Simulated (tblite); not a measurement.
C₄H₉OP.
Atom-mapped SMILES: `[CH2:1]1[CH2:2][PH:3][CH2:4][CH2:5][O:6]1` (hydrogens: H7, H8 on C1; H9, H10 on C2; H11 on P3; H12, H13 on C4; H14, H15 on C5)

A start from a force field or distance geometry was refined with tblite, GFN2-xTB geometry optimisation, gas phase. Values at the start:

```json
{"coordinate": "C1–C2", "start": "1.517 Å"}
{"coordinate": "C1–O6", "start": "1.422 Å"}
{"coordinate": "C1–H7", "start": "1.103 Å"}
{"coordinate": "C1–H8", "start": "1.106 Å"}
{"coordinate": "C2–P3", "start": "1.877 Å"}
{"coordinate": "C2–H9", "start": "1.093 Å"}
{"coordinate": "P3–H11", "start": "1.416 Å"}
{"coordinate": "C5–O6", "start": "1.441 Å"}
{"coordinate": "C1–C2–P3", "start": "111.5°"}
{"coordinate": "C1–O6–C5", "start": "111.7°"}
{"coordinate": "C2–C1–O6", "start": "112.7°"}
{"coordinate": "C2–P3–C4", "start": "95.4°"}
{"coordinate": "C2–C1–O6–C5", "start": "-69°"}
{"coordinate": "C2–P3–C4–C5", "start": "50°"}
{"coordinate": "P3–C4–C5–O6", "start": "-63°"}
{"coordinate": "C4–C5–O6–C1", "start": "69°"}
```

How do these coordinates change at the GFN2-xTB level?

```csv
coordinate,GFN2-xTB (Å or °),change
C5–O6,1.406,-0.035
C1–O6,1.406,-0.016
C2–P3,1.861,-0.016
C1–C2,1.528,+0.011
C1–H7,1.094,-0.009
P3–H11,1.407,-0.009
C1–H8,1.103,-0.003
C2–H9,1.092,-0.001
C1–O6–C5,113.1,+1.4
C1–C2–P3,112.8,+1.3
C2–C1–O6,113.7,+1.0
C2–P3–C4,95.3,-0.1
C2–C1–O6–C5,-66,+3
C4–C5–O6–C1,66,-3
P3–C4–C5–O6,-61,+2
C2–P3–C4–C5,47,-3
```

The energy falls by 0.076 eV over 21 L-BFGS steps, the largest force on an atom goes from 1.19 to 0.008 eV/Å, and the atoms move by 0.034 Å rms after alignment. The bond that changes most is C5–O6 (sp3 carbon bound to oxygen to cyclic ether oxygen), which shortens by 0.035 Å. Bonds longer at the end by more than 0.005 Å: 3 of 15; shorter: 7. Rotational constants go from 4160, 2963, 1942 to 4239, 2937, 1936 MHz.

Its GFN2-xTB frequencies are all real (lowest 183 cm⁻¹). One conformer, not necessarily the lowest.

These are computed values.
